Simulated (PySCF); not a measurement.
Species: C₃H₆NO (doublet state).
Z-matrix (Å and degrees, GFN2-xTB geometry), rows numbered from 1:
```
C 
C   1  1.4677
O   2  1.4193  1  109.79
C   3  1.3420  2  118.54  1   171.32
N   4  1.2490  3  131.75  2    -0.06
H   1  1.0697  2  119.69  3   -11.86
H   1  1.0701  2  119.62  3   169.23
H   2  1.1058  1  110.91  3  -121.49
H   2  1.1105  1  110.80  3   120.78
H   4  1.0858  3  109.69  2   179.98
H   5  1.0169  4  116.68  3     0.12
```

The hyperfine couplings belong to this conformer and change with its torsions.

The species is `C(O/C=N\[H])[CH2]` [radical].

Method used: UKS B3LYP, pcH-1 on C H N O, non-relativistic, mean-field spin-orbit, GIAO in PySCF. The structure is a single GFN2-xTB conformer in the gas phase; no vibrational or solvent corrections. The geometry wasn't refined by DFT: couplings that depend on bond lengths, twists or pyramidal angles can differ widely from those at the functional's own minimum. Stability of the SCF solution: not tested.

Principal values of hyperfine tensors in MHz (contact and dipolar terms together), for some of the nuclei:

```
atom  isotope       A1      A2      A3
  H9       1H   136.55  139.54  151.70
  H8       1H    94.54   95.28  109.33
  H6       1H  -106.59  -66.55  -26.18
  H7       1H  -104.27  -64.86  -24.05
  C2      13C   -42.08  -39.31  -37.16
  C4      13C    -2.00   -1.71   -0.99
 H10       1H    -0.16   -0.05    2.44
  O3      17O    -2.36    0.28    0.68
```

Question: Split each tensor into its isotropic and traceless parts, and turn a_iso into mT with g = 2.0026.

Answer: a_iso = (A1 + A2 + A3)/3, Ti = Ai − a_iso; 1 mT corresponds to 28.029 MHz.

```csv
atom,a_iso (MHz),a_iso (mT),T1,T2,T3
H9,142.60,5.087,-6.04,-3.06,9.10
H8,99.72,3.558,-5.18,-4.44,9.61
H6,-66.44,-2.370,-40.15,-0.11,40.26
H7,-64.39,-2.297,-39.88,-0.47,40.35
C2,-39.52,-1.410,-2.56,0.20,2.36
C4,-1.57,-0.056,-0.44,-0.14,0.58
H10,0.74,0.027,-0.91,-0.79,1.70
O3,-0.47,-0.017,-1.89,0.75,1.15
```

Question: What spin density at the nucleus of H7 lies behind its contact coupling (g_N = 5.58569)?

Answer: a_FC = (2μ0/3) gₑ μB g_N μN ρ(0)/(2S·h) = 800.24 MHz × g_N × ρ(0)/(2S), with ρ in bohr⁻³. With a_FC = -64.39 MHz and 2S = 1, ρ(0) = -0.01441 bohr⁻³. In magnitude that is 4.5 % of the 1/π = 0.318 of a free hydrogen atom.

Question: C1 (13C, g_N = 1.40482) isn't in the table. Its spin density at the nucleus is 0.0785 bohr⁻³. What is its contact coupling?

Answer: By the same relation, a_FC = 88.3 MHz. Its full tensor has the principal values 5.37, 5.97, 253.43 MHz.

Question: In a single crystal, with the field along each principal axis of the tensor of H8 in turn, what first-order splitting does this nucleus give (isotropic g, quadrupole terms neglected)?

Answer: 2 lines (I = 1/2), spaced by |A_i|/(g × 13.996): 3.37, 3.40, 3.90 mT along the axes of A1, A2 and A3.

Hardware: one thread, Arm Neoverse V2 (aarch64), no GPU, shared host. Cost: 16 s wall (with the writing of density and orbital grids), 0.64 GiB resident at most.
